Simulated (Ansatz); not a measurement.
Reaction (formal exchange of groups at a C–C bond): `CCCC` + `N/C=C\F` → `C/C(F)=C/N` + `CCC`

Calculated with Ansatz (gas phase, PBE0-D4/def2-TZVP geometries, no zero-point term in ΔE). CCSD(T)/CBS is the MP2 limit (def2-TZVPP, def2-QZVPP) plus CCSD(T) − MP2 in def2-TZVPP, frozen cores. Double bonds are as drawn, so ΔE can hold a change between cis and trans. DFT in def2-TZVPP. B3LYP here is the variant with VWN-RPA as its local correlation; programs differ in this. One conformer a species, not always the lowest.

(1) Is it downhill or uphill in electronic energy at CCSD(T)/CBS, and by how much? (Estimate.)

(2) What do these levels give: PBE-D4, PBE0-D4, B3LYP-D4, ωB97X-V, B3LYP, HF/def2-TZVPP, MP2/def2-TZVPP, SCS-MP2/def2-TZVPP, CCSD(T)/def2-TZVPP, SCS-MP2/def2-QZVPP, MP2/CBS(def2), CCSD/CBS(def2)? (An estimate is asked.)

Largest T1 diagnostic among the species: 0.012.

## Answers

(1) Ansatz gave: Downhill: ΔE = -4.8 kcal/mol.

(2) The calculation gave: PBE-D4 -5.6, PBE0-D4 -5.4, B3LYP-D4 -5.3, ωB97X-V -5.1, B3LYP -5.4, HF/def2-TZVPP -4.8, MP2/def2-TZVPP -5.1, SCS-MP2/def2-TZVPP -4.9, CCSD(T)/def2-TZVPP -4.9, SCS-MP2/def2-QZVPP -4.8, MP2/CBS(def2) -5.0, CCSD/CBS(def2) -4.7 kcal/mol.
